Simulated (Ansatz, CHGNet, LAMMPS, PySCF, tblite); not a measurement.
**Ladder of methods for the cohesive energy of rock-salt LiF**

Reference value: 4.46 eV/atom (measured, static lattice: zero-point vibration energy added; as tabulated in Mejia-Rodriguez and Trickey (2018), arXiv:1807.09216).

```
level (code)           value (eV/atom)  cell (Å³/atom)  error (eV/atom)
---------------------  ---------------  --------------  ---------------
EIM (LAMMPS)                      4.43            8.11            -0.03
GFN1-xTB (tblite)                 4.18            8.91            -0.28
CHGNet-r²SCAN                     4.51            7.86            +0.05
PBE (PySCF)                4.32 ± 0.04            8.40            -0.14
r²SCAN+rVV10 (Ansatz)             4.46            7.84             0.00
HSE06 (Ansatz)                    4.23            8.07            -0.23
Hartree–Fock (PySCF)       3.38 ± 0.05            7.89            -1.08
MP2 (PySCF)                 4.58 ± 0.1            8.20            +0.12
CCSD (PySCF)                4.41 ± 0.1            8.04            -0.05
```

Leaving aside GFN1-xTB (doubt noted below), CHGNet-r²SCAN (doubt noted below): Once the reference is moved by up to 0.04 eV/atom (a margin picked here for doubts on the reference and the settings) and values within 0.03 eV/atom count as equal, the nearest can be r²SCAN+rVV10 (0.00 eV/atom), EIM (-0.03 eV/atom) or CCSD (-0.05 eV/atom). Among them Hartree–Fock (-1.08 eV/atom) misses by most. Within 0.3 eV/atom: EIM, PBE, r²SCAN+rVV10, HSE06, MP2, CCSD.

Free atoms are spin-polarised, in the lowest state found; at levels without +SOC their spin–orbit coupling is left out.  A ± on a computed value is a rough bar: the spread of its extrapolation, a floor set from checks against published values, or a statistical error. GFN1-xTB: the free atoms are run in the same model without spin. GFN1-xTB: the method was fitted mainly to molecules. GFN1-xTB: the run uses a supercell at the zone centre in place of a k mesh. CHGNet-r²SCAN: free atoms can lie outside what these potentials were trained on. Each level is taken at its own relaxed cell. Cutoffs and k meshes differ between the levels. Ansatz's density-functional and Hartree–Fock values are scalar-relativistic unless marked +SOC, with PAW data made under PBE.

Empirical potentials (EIM) are fitted to chosen data: where that held the value shown, agreement is built in, and what lay outside the fit can be far off. Machine-learned potentials (CHGNet-r²SCAN) are trained on DFT data: a solid inside that data is no test of them.

Differences are worked out from the printed values.

Ansatz is an electronic-structure program.
